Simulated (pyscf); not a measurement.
Single points on ωB97X-D3(BJ)/def2-SVP structures (PySCF, gas phase).

Question: PBE/def2-TZVP puts the barrier of `[O]=[P]` [doublet] + `[H][H]` → `[OH][PH]` [doublet] (addition across a multiple bond or ene-type step; doublet surface; H–H broken, H–O, H–P formed) at 34.6 kcal/mol and the reaction energy at -22.0 kcal/mol, from the separated reactants. What do B3LYP-D3(BJ)/def2-TZVP, PBE0-D3(BJ)/def2-TZVP, ωB97M-D3(BJ)/def2-TZVP give on the same structures?

Answer: B3LYP-D3(BJ): ΔE‡ = 41.1 kcal/mol, ΔE = -21.7 kcal/mol; PBE0-D3(BJ): ΔE‡ = 35.4 kcal/mol, ΔE = -27.3 kcal/mol; ωB97M-D3(BJ): ΔE‡ = 41.1 kcal/mol, ΔE = -22.5 kcal/mol. PBE's barrier lies under all of them, by 0.7 to 6.5 kcal/mol. Its reaction energy lies among theirs. At the saddle there is also a short H–P contact that neither side keeps. This is the saddle that the search found; another between the same sides may lie lower. The term symbol of open-shell O=P• was not checked; spin-orbit terms are left out.
